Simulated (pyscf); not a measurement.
PySCF, gas phase, ωB97X-D3(BJ)/def2-SVP geometries.

### Question
H₃C–Ga(OH)–OH + hydrogen (H₂) → HO–GaH–OH + methane (CH₄)
Surface: singlet. Broken: C–Ga, H–H. Formed: Ga–H, C–H. Give ΔE‡ and ΔE from ωB97M-D3(BJ)/def2-TZVP, relative to the separated reactants.

### Answer
ΔE‡ = 47.5 kcal/mol, ΔE = -8.2 kcal/mol. Zero-point energy shifts the barrier by +1.8 kcal/mol. It is a four-centre exchange, with an imaginary mode of 1657i cm⁻¹. At the saddle there is also a short Ga–H contact that neither side keeps. One saddle was located; it need not be the lowest between these sides. Elements up to Kr have no core potential and no relativistic terms here.
